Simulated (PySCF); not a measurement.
nitrous oxide anion (N₂O), SMILES N#[N+][O-] (connectivity only; charge and spin as stated), charge -1, multiplicity 2. Atoms are numbered in the order given.

```xyz
3

N      0.1773    -1.1734     0.0000
N     -0.3326    -0.1039     0.0000
O      0.1358     1.1177     0.0000
```
Charge -1, spin multiplicity 2.

The structure is a stationary point at B3LYP-D3(BJ)/def2-TZVPD. The spin state was assumed, not searched.

Method: PBE/pcH-1 (PySCF).

Unrestricted Kohn–Sham, ⟨S²⟩ = 0.752. Hyperfine tensors hold the contact and dipolar terms, without spin-orbit corrections.

**Question.** Estimate the hyperfine couplings. (An estimate is asked for; the answer gives what the named calculation found.)

**Answer.** 
| nucleus | A(iso) (MHz) | A(iso) (G) | dipolar principal values (MHz) |
|---|---|---|---|
| 14N no. 1 | 13.5 | 4.8 | -25.1, -24.9, 50.0 |
| 14N no. 2 | 103.1 | 36.8 | -14.7, -14.4, 29.1 |
| 17O no. 3 | -56.9 | -20.3 | -82.4, 40.9, 41.5 |

**Question.** And the g tensor (effective nuclear charges for spin-orbit coupling, GIAO)? (Estimate from the structure and the level; the computed values follow.)

**Answer.** principal values 1.9933, 2.0018, 2.0049; isotropic 2.0000.
